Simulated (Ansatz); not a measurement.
**Two structures, one formula**

Two relaxed structures of BSiH3, closed shell (PBE0-D4/def2-TZVP; forces vanish, vibrations not checked).

A:

```tsv
atom	x (Å)	y (Å)	z (Å)
B1	0.4524	-0.8761	0.6073
Si2	-0.2216	0.4768	-0.4157
H3	0.9619	-1.7970	1.1403
H4	-1.5895	0.3779	-0.9665
H5	0.3967	1.8184	-0.3653
```

B:

B1  (0.592, -0.674, 0.445)
Si2  (-0.789, 0.430, 0.021)
H3  (1.475, -1.422, 0.693)
H4  (-0.127, -0.234, 1.457)
H5  (0.920, 0.554, 0.104)
(Å)

Computed with Ansatz 0.2.0 (basis: def2-TZVPP); correlated methods freeze the cores. B3LYP uses VWN-RPA correlation.

(1) Which structure is lower at CCSD(T), and by how much? (An estimate is asked for; the value comes from the calculation.)

No T1 diagnostic of these runs exceeds 0.019. The restricted Hartree–Fock reference is unstable towards an unrestricted one at one or more of these structures.

Results:

(1) By the calculation: B, by 25.97 kcal/mol (electronic energy, against the other). By their contacts, A is BSiH₃ ([BH][SiH2]) and B is BSiH₃ ([H]1[BH]2[H][Si]12).

All methods give the same order:

```
   method  E(B) − E(A) (kcal/mol)
   PBE-D4                  -30.02
r2SCAN-D4                  -27.61
  PBE0-D4                  -29.28
 B3LYP-D4                  -25.21
  wB97M-V                  -30.13
       HF                  -16.51
      MP2                  -29.08
     CCSD                  -25.00
  CCSD(T)                  -25.97
```

Labels in which every atom is bracketed show which atoms are joined, not bond orders.

For scale, one of the runs: CCSD(T)/def2-TZVPP, 115 basis functions, launched by `ansatz run in.yaml --threads 2 --pin off --events-out ev --progress --plain --max-ram 4352MiB`. The run took about 2.3 s on 2 CPU threads of an Arm Neoverse V2 (shared host).
